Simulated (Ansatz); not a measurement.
A made-up structure of LiBH3S (charge +1), closed shell:

```xyz
6
angstrom
Li -2.5435 -1.3731 0.6251
S -0.2742 -0.7936 -0.1944
B 0.6087 0.9045 0.1431
H 0.4868 -1.5782 -1.0882
H 1.6790 1.0640 -0.4242
H 0.0432 1.7763 0.9386
```

It is relaxed with PBE-D4/def2-SVP and then PBE0-D4/def2-TZVP (Ansatz 0.2.0). Atoms count as bonded within 1.22 times the sum of their covalent radii (H–H: 0.88 Å). The end point is not checked to be a true minimum.

Q: Does its bonding change? (A judgement: the text doesn't fix the answer.)

A: By the calculation: No: no bond forms or breaks.

Where it ends: The first stage lowers the energy by 0.37 eV in 12 steps. It ends as LiBH₃S ([Li][SH][BH2]), total charge +1:
| atom | x (Å) | y (Å) | z (Å) |
| --- | --- | --- | --- |
| Li1 | -2.4075 | -1.0977 | 0.3025 |
| S2 | -0.0474 | -0.8964 | 0.1969 |
| B3 | 0.5489 | 0.8026 | 0.1383 |
| H4 | 0.4568 | -1.4295 | -0.9307 |
| H5 | 1.3299 | 1.1108 | -0.6959 |
| H6 | 0.1192 | 1.5101 | 0.9890 |

Labels in which every atom is bracketed show which atoms are joined, not bond orders.

For scale, one of the runs: PBE0-D4/def2-TZVP relaxation, 100 basis functions, launched by `ansatz run in.yaml --threads 2 --pin off --events-out ev --progress --plain --max-ram 4352MiB`. The run took about 5.5 s on 2 CPU threads of an AMD EPYC 9R45 (shared host).
